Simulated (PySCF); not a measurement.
## Bond curve of AlO⁻

Set-up: basis Al aug-cc-pV(D+d)Z, O aug-cc-pVDZ; no relativity; PySCF 2.14. Energies in eV from Al + O⁻ in their ground configurations at the same level. State: ¹Σ⁺ (singlet), closed shell.

All columns are B3LYP. A positive dipole points towards O; it is taken about the centre of mass and depends on that origin.

```tsv
R (Å)	E (eV)	μ (D)	Mulliken charge on Al (basis-dependent)	HOMO (eV)	LUMO (eV)	Mayer bond order	⟨S²⟩
1.418	-4.557	-0.39	0.34	-0.26	3.01	1.07	0.00
1.484	-5.330	-0.66	0.29	-0.34	3.00	1.14	0.00
1.550	-5.755	-0.95	0.24	-0.40	2.99	1.23	0.00
1.599	-5.907	-1.18	0.20	-0.45	2.97	1.28	0.00
1.649	-5.953	-1.41	0.16	-0.49	2.96	1.33	0.00
1.698	-5.917	-1.64	0.12	-0.53	2.94	1.37	0.00
1.764	-5.777	-1.96	0.09	-0.57	2.91	1.41	0.00
1.847	-5.498	-2.36	0.06	-0.60	2.87	1.45	0.00
1.946	-5.074	-2.84	0.03	-0.59	2.81	1.48	0.00
2.078	-4.437	-3.48	0.02	-0.38	2.72	1.51	0.00
```

A fit through these points gives, at Re = 1.650 Å, μ = -1.41 D and dμ/dR = -4.70 D/Å; the reduced mass is 10.04 u.

Task: How strong is the fundamental in the double-harmonic approximation, I = 42.26·(dμ/dR)²/μred km/mol?

Result: I = 42.26·(-4.70)²/10.04 = 93.0 km/mol at B3LYP.

For an ion De counts to the pair picked by the measured ionisation energies or electron affinities, which need not be the lowest pair at this level.
